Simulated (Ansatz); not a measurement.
System: hcp Ru. Method: PBE-D3(BJ) (Ansatz, an electronic-structure program, plane waves, PAW).

Settings: plane-wave cutoff 520 eV, 24×24×14 k mesh (along the axes of the cell as run), Fermi–Dirac smearing 0.05 eV, no spin polarisation, scalar-relativistic PAW data made under PBE.

Shape and atoms are relaxed at each volume.

Pressure at four volumes; x = ln(V/13.444 Å³). One pressure is withheld.

```csv
V (Å³/atom),x,P (GPa)
12.906,-0.0408,?
13.175,-0.0202,7.06
13.444,0.0000,0.00
13.982,0.0392,-11.88
```

Pass a parabola P(x) through the three rows shown, estimate the bulk modulus and its pressure derivative near zero pressure, and predict the withheld pressure.

Slopes between the rows: (0.00 − (7.06))/(0.0000 − (-0.0202)) = -349.50 and (-11.88 − (0.00))/(0.0392 − (0.0000)) = -303.06 GPa. Their difference over the span 0.0594 is c = 46.44/0.0594 = 781.8 GPa, so P(x) = 7.06 + (-349.50)(x − (-0.0202)) + 781.8 (x − (-0.0202))(x − (0.0000)). At the middle row B = −dP/dx = −[-349.50 + 781.8 × 0.0202] = 333.7 GPa, and B′ = dB/dP = 2c/B = 4.7. At x = -0.0408 the parabola gives 14.92 GPa; the run gives 15.00 GPa. The Birch–Murnaghan fit to the energies at all volumes has B0 = 333 GPa and B′ = 4.8.

Measured, for comparison: bulk modulus 318 GPa (zero-point energy and finite temperature contributions removed, our sources range from 318 to 336; as tabulated in doi:10.1021/acs.jctc.3c00612). Computed (rounded) less measured: bulk modulus +5 % (inside the range of the sources held).

Note: the bulk modulus comes from volumes at which shape and atoms were relaxed.
